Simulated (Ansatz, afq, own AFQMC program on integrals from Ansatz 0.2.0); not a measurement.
Two steps: Ansatz 0.2.0 writes the Fock matrix and Cholesky factors of the valence space, and afq projects on them the lowest state that overlaps trial and start.

```yaml
crystal:
  periodic: [false, false, false]
  atoms:
    - {symbol: Si, position_ang: [0.004053, 0.000000, 0.532729]}
    - {symbol: O, position_ang: [-0.021964, 0.000002, -1.124355]}
    - {symbol: H, position_ang: [1.476262, -0.000114, 0.783135]}
    - {symbol: H, position_ang: [-0.620188, 1.217950, 1.110025]}
    - {symbol: H, position_ang: [-0.620376, -1.217854, 1.110025]}
basis:
  gaussian: {orbitals: cc-pVDZ}
magnetization: {spin_polarized: true, initial_magnetization: 1}
correlation: {method: ccsd_t, electrons: outside_noble_gas, hamiltonian_folder: ham}
```

```sh
$ ansatz run in.yaml --threads 1 --pin off --events-out ev --progress --plain --max-ram 1382MiB
```

afq runs on the folder ham with

```
--method phaseless --trial cisd --walkers 60 --populations 1 --least-time 40 --time-step 0.005 --steps-per-block 50 --equilibration-blocks 28 --max-blocks 300 --target-error 0.00043 --factor-cut 1e-05 --start spin_pure --seed 5543 --release-times 0.24,0.51,0.99,1.62,2.4 --release-step 0.03 --release-every 4 --taylor-order 6
```

Times are imaginary, in 1/Eh. The walk had a cap of 1976 s.

```
orbitals 41  electrons 7 6  factors 310 of 439
reference energy -365.51241424 Eh
CCSD correlation -0.27972541 Eh in 15 cycles, weight of the determinant in the CISD state 0.8905
energy of the start -365.792042 Eh
 block  time / (1/Eh)  mean weight  energy / Eh
     1     0.250  1.0005  -365.788044
     2     0.500  0.9992  -365.792432
     3     0.750  0.9993  -365.792005
     4     1.000  0.9979  -365.791074
     5     1.250  0.9971  -365.794975
     7     1.750  0.9975  -365.797529
     9     2.250  1.0002  -365.793944
    15     3.750  0.9987  -365.795977
    29     7.250  0.9997  -365.801347
    43    10.750  0.9972  -365.794258
    57    14.250  0.9995  -365.802404
    71    17.750  1.0001  -365.800779
    85    21.250  0.9902  -365.836671
    99    24.750  0.9993  -365.793193
   113    28.250  0.9991  -365.800844
   127    31.750  1.0013  -365.809481
   141    35.250  1.0002  -365.794643
   155    38.750  1.0001  -365.796375
   169    42.250  0.9950  -365.800159
   183    45.750  0.9990  -365.796139
   197    49.250  1.0006  -365.807647
   211    52.750  0.9996  -365.796243
   225    56.250  1.0025  -365.796252
   239    59.750  0.9995  -365.801110
   253    63.250  1.0022  -365.795286
   267    66.750  1.0010  -365.800204
   281    70.250  1.0005  -365.790239
   295    73.750  0.9972  -365.795110
   302    75.500  0.9996  -365.797434
blocks merged  error / Eh  count
     1  0.000289  280
     2  0.000346  140
     4  0.000402  70
     8  0.000420  35
    16  0.000408  17
    32  0.000483  8
released: time / (1/Eh)  energy / Eh  error  mean overlap
  0.24  -365.797755  0.000456  1.0127
  0.51  -365.797943  0.000504  1.0214
  0.99  -365.797984  0.000450  1.0201
  1.62  -365.797883  0.000421  1.0144
  2.40  -365.799339  0.000653  0.9465
energy -365.798297 +/- 0.000420 Eh
(rows thinned)
```

Task: Estimate how long the walk took on 1 thread of Arm Neoverse V1, with other jobs on the host.

Result: 11 min of wall time.

The run passed its tests (sampling time, drift between the halves within three errors, error under three times the target), which doesn't prove that it has relaxed.

Against this walk (error 11.4 meV) on the same determinant: CCSD(T) 26.9 meV higher. The error is statistical and leaves out the bias of the constraint. None of these is a sure reference here. Released to 2.40 1/Eh the energy moves by -28 ± 21 meV (both errors), within twice the noise.

Cautions: constraint bias not in the error.

A walk keeps the symmetry of its determinant, which the program's search chose and which needn't be the lowest solution, so a lower state of the same spin and another symmetry isn't excluded.
